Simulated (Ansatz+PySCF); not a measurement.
Values are calculated unless marked as measured or tabulated.
Input for Ansatz (development build ahead of 0.2.0):

```yaml
crystal:
  periodic: [false, false, false]
  atoms:
    - { symbol: O, position_ang: [0.0, 0.0, -1.3071] }
    - { symbol: O, position_ang: [0.0, 0.0, 1.3071] }
    - { symbol: H, position_ang: [30.0, 0.0, -1.24228] }
    - { symbol: F, position_ang: [30.0, 0.0, 0.13803] }
basis:
  gaussian: { orbitals: "6-31G" }
magnetization:
  spin_polarized: true
  initial_magnetization: 2
hamiltonian:
  xc: hf
correlation:
  method: mp2
  frozen_orbitals: { F: 1, H: 0, O: 1 }
output:
  forces: true
```

The input is written out in the form of the current development build from the run's settings.

The run gave:

- Converged: yes
- Reference energy: -249.41031 hartree
- Correlation energy: -0.22359 hartree
- Total energy: -249.63389 hartree
- Spin squared of the determinant: 3.329
- Stability test: minimum

Forces (eV/Å):
```csv
atom,Fx,Fy,Fz
O1,0.000,0.000,0.033
O2,0.000,0.000,-0.033
H3,0.000,0.000,9.387
F4,0.000,0.000,-9.387
```

Caution: large amplitudes, a single reference is doubtful; the unrestricted determinant is a mixture of spin states; forces differ strongly between restricted and unrestricted references; another reference gives a lower total.
